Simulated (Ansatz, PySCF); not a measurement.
Gas-phase enthalpy of formation at 298 K, by the atomisation route, of F[Si](F)(F)F (SMILES; SiF4, tetrafluorosilane). Each molecule is optimised on its own at B3LYP-D3(BJ)/def2-TZVP (Ansatz, a quantum-chemistry and plane-wave program). Valence correlation only, unless marked. Open shells are spin-unrestricted. Spin-orbit coupling is left out. No relativistic terms. CBS marks a two-point X^-3 extrapolation of the correlation energy; Hartree-Fock from the larger set. The bracket is a focal-point correction in the basis named. Thermal terms are rigid-rotor harmonic-oscillator values from B3LYP-D3(BJ) frequencies (PySCF) at 298.15 K and 1 atm. 1 Eh = 627.5095 kcal/mol.

```tsv
species	count	E, RI-MP2/CBS(aug-cc-pV(T+d)Z,aug-cc-pV(Q+d)Z)+[CCSD(T)-MP2]/aug-cc-pV(T+d)Z (Ansatz) (Eh)	E, PBE/def2-TZVPD (Ansatz) (Eh)	measured ΔHf at 0 K (kcal/mol)	H(298) - H(0) of the element (kcal/mol)
F[Si](F)(F)F	1	-688.52919	-688.81181	-	-
F atom	4	-99.66721	-99.67049	18.47	1.05
Si atom	1	-288.94192	-289.22297	106.60	0.76
```

Molecule: zero-point energy 7.85, H(298) - H(0) 3.70 kcal/mol. The route leaves out scalar relativity and anharmonic zero-point terms, the atoms' spin-orbit terms, and in the frozen-core level the core correlation. Atomic data: G2/97 table in ASE, which holds older values for B and Si.

Q: Work out De, D0 and ΔHf at 0 and 298 K at both levels, and their errors against the measured value.

A: 
The atoms' values sum to 180.48 (0 K) and 4.96 (thermal), in kcal/mol.
- RI-MP2/CBS(aug-cc-pV(T+d)Z,aug-cc-pV(Q+d)Z)+[CCSD(T)-MP2]/aug-cc-pV(T+d)Z: De = 576.32; D0 = 576.32 - 7.85 = 568.47; ΔHf(0 K) = 180.48 - 568.47 = -387.99; ΔHf(298 K) = -387.99 + 3.70 - 4.96 = -389.25; error -3.2.
- PBE/def2-TZVPD: De = 569.08; D0 = 569.08 - 7.85 = 561.23; ΔHf(0 K) = 180.48 - 561.23 = -380.75; ΔHf(298 K) = -380.75 + 3.70 - 4.96 = -382.01; error +4.0.
Measured: -386.0 kcal/mol (G2/97 table in ASE (Curtiss et al.)). This is an older compilation, not checked against later work.
